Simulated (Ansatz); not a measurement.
Reaction: C2H5B (SMILES BC=C) → BH2 (SMILES [BH2], doublet) + C2H3 (SMILES C=[CH], doublet) (the B-C bond breaks)
Each species at its own B3LYP-D3(BJ)/def2-TZVP minimum (Ansatz, a first-principles code).

Total energies in hartree (Ansatz). Radicals and triplets start from unrestricted determinants; spin-orbit coupling is neglected. Cores are frozen in correlated methods. No relativity. The restricted determinant of C2H5B (BC=C, singlet) is unstable towards broken spin symmetry in at least one set run. The UHF reference of C2H3 ([CH]=C, doublet) is spin-contaminated (<S^2> up to 0.19 over the pure value in the sets run).

```tsv
species	HF/cc-pVTZ	CCSD(T)/cc-pVTZ	HF/cc-pVQZ	CCSD(T)/cc-pVQZ	CCSD(T)/cc-pVDZ	CCSDT(Q)/cc-pVDZ
1: C2H5B (SMILES BC=C)	-103.32720	-103.80781	-103.33389	-103.83706	-103.70211	-103.70384
2: BH2 (SMILES [BH2], doublet)	-25.76030	-25.86304	-25.76199	-25.86898	-25.84018	-25.84056
3: C2H3 (SMILES [CH]=C, doublet)	-77.41972	-77.75200	-77.42479	-77.77372	-77.67385	-77.67568
```

Problem. Work out the bond dissociation energy (electronic) in kcal/mol: take Hartree-Fock from cc-pVQZ, extrapolate the CCSD(T) correlation energy as X^-3 (X = 3, 4), and add CCSDT(Q) - CCSD(T) in cc-pVDZ. 1 hartree = 627.51 kcal/mol.

Solution. 
Species 1: correlation (64·(-0.50317) - 27·(-0.48061))/37 = -0.51963; step -0.00173; E1 = -103.33389 + (-0.51963) + (-0.00173) = -103.85525
Species 2: correlation (64·(-0.10699) - 27·(-0.10274))/37 = -0.11009; step -0.00038; E2 = -25.76199 + (-0.11009) + (-0.00038) = -25.87246
Species 3: correlation (64·(-0.34893) - 27·(-0.33228))/37 = -0.36108; step -0.00183; E3 = -77.42479 + (-0.36108) + (-0.00183) = -77.78770
-1·E1 +1·E2 +1·E3 = 0.19509 hartree = 122.4 kcal/mol.
